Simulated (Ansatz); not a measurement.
Results of LDA (Ansatz, a first-principles code, plane waves, PAW) for solid iodine.

Numerical settings: plane-wave cutoff 520 eV, 8×8×4 k mesh (along the axes of the cell as run), Fermi–Dirac smearing 0.01 eV, scalar-relativistic PAW data made under PBE.

Energies at three volumes about the minimum:

```
V (Å³/atom)  E − E_lowest (meV/atom)
-----------  -----------------------
36.080                          0.75
36.816                          0.00
37.553                          0.66
```

Task: Fit a parabola by hand: where is the minimum, and what is the bulk modulus?

Result: Slopes: (0.00 − 0.75)/(36.816 − 36.080) = -1.019 and (0.66 − 0.00)/(37.553 − 36.816) = 0.896 meV/Å³. Curvature E″ = 2 × (0.896 − (-1.019))/(37.553 − 36.080) = 2.600 meV/Å⁶. From the middle of the first interval, the slope vanishes at V0 = 36.4480 − (-1.019)/2.600 = 36.840 Å³/atom. B = V0 E″ = 36.840 × 2.600 meV/Å³ × 0.1602 GPa per meV/Å³ = 15.3 GPa. The full Birch–Murnaghan fit to all volumes gives V0 = 36.817 Å³/atom and B0 = 15.3 GPa.

Shape and atoms are relaxed at each volume.
